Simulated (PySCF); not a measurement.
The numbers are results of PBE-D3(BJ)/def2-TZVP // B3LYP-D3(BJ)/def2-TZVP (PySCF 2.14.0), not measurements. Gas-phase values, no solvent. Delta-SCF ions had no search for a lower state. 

Reference species (SMILES): `CCl` (neutral, multiplicity 1).

```
Item                                      Result
--------------------------------------  --------
HOMO                                    -6.99 eV
vertical ionisation energy (Delta-SCF)  11.09 eV
```

Changed species: `C` (0 of 4 H replaced by Cl; the reference has 1 of 4 H replaced by Cl).

### Question
Give the shifts of the HOMO and vertical ionisation energy (Delta-SCF).

### Answer
the HOMO falls by 2.45 eV, to -9.44 eV; the vertical ionisation energy (Delta-SCF) goes up by 2.86 eV, to 13.95 eV.
